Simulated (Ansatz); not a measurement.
## [H···H···GeH$_{3}$], doublet along the distance H1-H2

Starting geometry:

```xyz
6

H    -2.8225    0.0000    0.0000
H    -2.0775    0.0000    0.0000
Ge    0.0465    0.0000    0.0000
H     0.5152   -1.4659    0.0000
H     0.5152    0.7330   -1.2695
H     0.5152    0.7330    1.2695
```

From there H2 is moved from one fragment to the other while all else, the fragments' distance too, stays fixed; atoms are numbered as listed. Energies are in kcal/mol, counted from the starting geometry at the same level.

Basis cc-pVTZ; Ansatz 0.2.0. Correlated methods freeze the noble-gas cores and the filled d shells of p-block atoms. Prefix R: restricted or restricted open-shell reference; prefix U: unrestricted. No spin–orbit coupling is included, and no scalar relativity.

Full CI isn't at hand for all of this; UCCSDT(Q) serves as the reference, and is uncertain by about the last step of the cluster series. The frozen core follows each run's orbitals, which can shift R against U totals by a few meV for light atoms and by up to 0.1 eV past Ca.

```
distance H1-H2 (Å)  UCCSDT(Q)  error RMP2  error UMP2  error RCCSD  error UCCSD  error RCCSD(T)  error BCCD(T)
             0.745        0.0         0.0         0.0          0.0          0.0             0.0            0.0
             0.830        2.0         0.5         0.5          0.1          0.1             0.0            0.0
             1.000       10.4         0.9         1.6          0.4          0.4             0.0            0.0
             1.169       14.7         0.8         0.7          0.4          0.4             0.0            0.0
             1.339       16.0        -0.9        -1.1          0.0          0.1            -0.1           -0.1
```

Errors are those of relative energies. In total energy the starting point itself misses UCCSDT(Q) by: RMP2 23.6, UMP2 23.4, RCCSD 3.1, UCCSD 3.0, RCCSD(T) 0.7, BCCD(T) 0.7 kcal/mol.

Spread of the error over the points with a reference, to 1.339 Å (largest less smallest): RCCSD(T) 0.1, BCCD(T) 0.1, UCCSD 0.4, RCCSD 0.4, RMP2 1.8, UMP2 2.7 kcal/mol.
